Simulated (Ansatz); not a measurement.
## How far each method lies from UCCSDT(Q) for PH, triplet

Geometry: that of the PH⁻, doublet, kept fixed.

```yaml
atoms:
  - { symbol: P, position_ang: [0.0000, 0.0000, 0.0000] }
  - { symbol: H, position_ang: [0.0000, 0.0000, 1.4426] }
```

Basis aug-cc-pVTZ; Ansatz 0.2.0. Only valence electrons are correlated (noble-gas cores frozen), which leaves 6 electrons in 68 orbitals. R marks a restricted (for open shells ROHF) determinant, U an unrestricted one. Active spaces: valence = (6e, 5o) chosen from the atoms' valence shells.

Full CI isn't at hand for all of this; UCCSDT(Q) serves as the reference, and is uncertain by the last step of the cluster series or more. The frozen core follows each run's orbitals, which can shift R against U totals by a few meV.

The UHF ⟨S²⟩ is 2.028. The T1 diagnostic (RCCSD) is 0.0212. The largest doubles amplitude (RCCSD) is 0.039 and the T1 diagnostic (UCCSD) is 0.0181.

```json
{"level": "RHF", "E − E(UCCSDT(Q)) (kJ/mol)": "381.2", "share of correlation (%)": "0.00", "wall time": "–"}
{"level": "UHF", "E − E(UCCSDT(Q)) (kJ/mol)": "362.3", "share of correlation (%)": "4.97", "wall time": "–"}
{"level": "RMP2", "E − E(UCCSDT(Q)) (kJ/mol)": "74.0", "share of correlation (%)": "80.58", "wall time": "–"}
{"level": "UMP2", "E − E(UCCSDT(Q)) (kJ/mol)": "78.3", "share of correlation (%)": "79.47", "wall time": "–"}
{"level": "RCCSD", "E − E(UCCSDT(Q)) (kJ/mol)": "16.2", "share of correlation (%)": "95.76", "wall time": "–"}
{"level": "UCCSD", "E − E(UCCSDT(Q)) (kJ/mol)": "15.4", "share of correlation (%)": "95.95", "wall time": "–"}
{"level": "RCCSD(T)", "E − E(UCCSDT(Q)) (kJ/mol)": "2.9", "share of correlation (%)": "99.23", "wall time": "2.4 s"}
{"level": "UCCSD(T)", "E − E(UCCSDT(Q)) (kJ/mol)": "2.8", "share of correlation (%)": "99.25", "wall time": "2.4 s"}
{"level": "BCCD(T)", "E − E(UCCSDT(Q)) (kJ/mol)": "2.9", "share of correlation (%)": "99.23", "wall time": "3.2 s"}
{"level": "RCCSDT", "E − E(UCCSDT(Q)) (kJ/mol)": "0.6", "share of correlation (%)": "99.85", "wall time": "–"}
{"level": "UCCSDT", "E − E(UCCSDT(Q)) (kJ/mol)": "0.4", "share of correlation (%)": "99.90", "wall time": "–"}
{"level": "RCCSDT(Q)", "E − E(UCCSDT(Q)) (kJ/mol)": "0.1", "share of correlation (%)": "99.96", "wall time": "77 s"}
{"level": "CASSCF (valence space)", "E − E(UCCSDT(Q)) (kJ/mol)": "327.2", "share of correlation (%)": "14.18", "wall time": "–"}
{"level": "NEVPT2 (valence space)", "E − E(UCCSDT(Q)) (kJ/mol)": "76.1", "share of correlation (%)": "80.04", "wall time": "2.3 s"}
{"level": "MRCISD (valence space)", "E − E(UCCSDT(Q)) (kJ/mol)": "21.4", "share of correlation (%)": "94.39", "wall time": "–"}
{"level": "MRCISD+Q (valence space)", "E − E(UCCSDT(Q)) (kJ/mol)": "1.2", "share of correlation (%)": "99.68", "wall time": "3.4 s"}
```

The correlation energy at UCCSDT(Q), counted from RHF, is -3.951 eV. That run took 73 s on 1 thread of Arm Neoverse N1, shared host.

Times hold each run's SCF and search for its determinant on a shared host, so for small cases they say little of a method's own cost; they ran on 1 thread of Arm Neoverse N1.

Natural occupations of CASSCF (valence space) about the gap: 1.990 1.975 1.000 1.000 0.035; effectively unpaired electrons, Σ n²(2−n)², 2.01.
